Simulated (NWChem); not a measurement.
System: NH$_{2}$, doublet; SMILES [NH2]

```xyz
3

N      0.0000     0.0000     0.1419
H      0.8041     0.0000    -0.4966
H     -0.8041     0.0000    -0.4966
```
Atoms are numbered in this order, from 1.

In the optimisation the excess spin sits in b2 (C2v, its own frame). Structure relaxed at the PBE0-D3(BJ)/def2-TZVP, spin-unrestricted level. No stability test was run on the SCF state.

Symmetry labels are those of C2v in the frame above (b1 and b2, or b-type labels, depend on it). States above −ε(HOMO) = 7.1 eV lie in this functional's continuum and hang on the basis.

Question: List the 6 lowest vertical excitations from LDA (Slater exchange, VWN5)/def2-SVPD, spin-unrestricted, TDA (NWChem).

Answer: 
| state | energy (eV) | oscillator strength | symmetry of the excitation | <S²> |
|---|---|---|---|---|
| state 1 | 2.02 | 0.002 | a1 | 0.76 |
| state 2 | 6.03 | 0.000 | b1 | 0.76 |
| state 3 | 7.39 | 0.022 | b2 | 2.42 |
| state 4 | 7.63 | 0.025 | a1 | 0.75 |
| state 5 | 8.12 | 0.106 | b2 | 1.08 |
| state 6 | 9.19 | 0.008 | a2 | 2.53 |
